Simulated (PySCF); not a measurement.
## Where does hydrogen cyanide take a proton?

Parent: `C#N` (CHN). Numbering: `[CH:1]#[N:2]`

Level of theory: ωB97X-D3(BJ)/def2-TZVP single points in PySCF, grid level 2; every species was optimised with PBE0-D3(BJ)/def2-SVP. Zero-point and thermal terms (298.15 K, 1 bar) come from unscaled PBE0-D3(BJ)/def2-SVP harmonic frequencies, with soft modes damped to free rotors in the entropy.

| site | product | PA / eV | GB / eV |
| --- | --- | --- | --- |
| N2 (nitrile nitrogen) | `C#[NH+]` | 7.44 | 7.12 |

PA is −ΔH and GB is −ΔG of B + H⁺ → BH⁺ in the gas phase.

In acetone the product from N2 is solvated 2.86 eV more strongly than the parent (electrostatics only).

In THF the product from N2 is solvated 2.61 eV more strongly than the parent (electrostatics only).

Against the Active Thermochemical Tables (version 1.112): N2 710 (computed 718, error 8) kJ/mol.

Measured values (NIST Chemistry WebBook, evaluated or the median of agreeing entries): proton affinity (−ΔH) 713 kJ/mol (computed 718, difference 5); gas-phase basicity (−ΔG) 682 kJ/mol (computed 687, difference 5).

Structures, frequencies and single points took 12 s of wall time on 1 thread of Arm Neoverse V1 (shared host), launched as `OMP_NUM_THREADS=1 python redox_run.py task.json out`.
